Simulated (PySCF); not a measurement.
Which level of theory gave which numbers?

Species: F₂O₂S.
Atom-mapped SMILES: `[O:1]=[S:2](=[O:3])([F:4])[F:5]`

The closed-shell ground state was solved 5 times with PySCF (density fitting, gas phase), always in the pcSseg-2 basis (187 functions), with these functionals: B97-2, BHandHLYP, CAM-B3LYP, LC-wPBE and wB97X-D. Geometry: PBE0-D3(BJ)/def2-SVP; no solvent, vibrations or thermal averaging.

```
row  total energy (Eh)  HOMO (eV)  LUMO (eV)  dipole (D)
  P          -748.3709     -12.71       1.35        0.89
  Q          -748.3152     -12.54       0.77        0.90
  R          -748.4069     -12.33       0.53        0.88
  S          -748.1795     -13.65       1.97        0.90
  T          -748.3923     -10.49      -0.70        0.85
```

Which functional belongs to which row?

P = wB97X-D, Q = BHandHLYP, R = CAM-B3LYP, S = LC-wPBE, T = B97-2. By rising HOMO–LUMO gap: B97-2 (global hybrid, 21 % exact exchange) 9.79 eV; CAM-B3LYP (range-separated hybrid) 12.86 eV; BHandHLYP (global hybrid, 50 % exact exchange) 13.31 eV; wB97X-D (range-separated hybrid) 14.06 eV; LC-wPBE (range-separated hybrid) 15.62 eV. Total energies of different functionals aren't bounds to one another; each is stationary for its own functional.

The pairwise dispersion term of wB97X-D wasn't added to the energies; at a given geometry it leaves orbitals and properties as they are.
